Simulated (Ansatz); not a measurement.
A nudged elastic band was laid between two geometries of CH5B + H (8 atoms, charge 0, multiplicity 2).

These are results of UKS B3LYP-D4/def2-SVP in Ansatz 0.2.0, not measurements.

* movable images: 7
* climbing image: yes
* spring: 5.0 eV/Å²
* optimiser: quadratic models (default)
* start path: through a guess of the saddle point
* force threshold: 0.03 eV/Å
* iteration limit: 60
* end points: relaxed

First end point:

```xyz
8
Properties=species:S:1:pos:R:3
B 0.004 -0.019 -0.200
H 0.094 0.129 0.997
H 1.007 -0.305 -0.812
C -1.375 0.067 -0.916
H -1.755 -0.979 -0.855
H -2.129 0.689 -0.410
H -1.333 0.309 -1.989
H 0.013 0.108 3.675
```

Last end point:

```xyz
8
Properties=species:S:1:pos:R:3
B -0.037 -0.099 0.223
H 0.193 0.865 1.072
H 0.987 -0.622 -0.132
C -1.363 -0.005 -0.617
H -1.737 -1.017 -0.861
H -2.180 0.545 -0.124
H -1.170 0.477 -1.594
H -0.168 -0.144 1.521
```

**Question.** What changes between the two ends?

**Answer.** Bonds formed: B1–H8. CH5B + H becomes CH6B.

**Question.** What energy profile does the band end with?

**Answer.** The forces met the threshold. The highest image is number 0 of 0 to 8, 0.000 eV above the first end and 0.802 eV above the last; the last end lies 0.802 eV below the first. The highest image is an end point: on this band no image between the ends rises above it.

```json
{"image": "0", "path coordinate (Å)": "0.00", "energy (eV)": "0.000", "B1–H8 (Å)": "3.88"}
{"image": "1", "path coordinate (Å)": "0.59", "energy (eV)": "-0.001", "B1–H8 (Å)": "3.72"}
{"image": "2", "path coordinate (Å)": "1.13", "energy (eV)": "-0.002", "B1–H8 (Å)": "3.56"}
{"image": "3", "path coordinate (Å)": "1.68", "energy (eV)": "-0.006", "B1–H8 (Å)": "3.26"}
{"image": "4", "path coordinate (Å)": "2.22", "energy (eV)": "-0.015", "B1–H8 (Å)": "2.89"}
{"image": "5", "path coordinate (Å)": "2.76", "energy (eV)": "-0.042", "B1–H8 (Å)": "2.30"}
{"image": "6", "path coordinate (Å)": "3.30", "energy (eV)": "-0.330", "B1–H8 (Å)": "1.66"}
{"image": "7", "path coordinate (Å)": "3.84", "energy (eV)": "-0.785", "B1–H8 (Å)": "1.31"}
{"image": "8", "path coordinate (Å)": "4.39", "energy (eV)": "-0.802", "B1–H8 (Å)": "1.31"}
```

Time of the run: 4.9 min on 1 thread of Arm Neoverse V1, with other jobs on the host, peak memory 0.12 GiB.
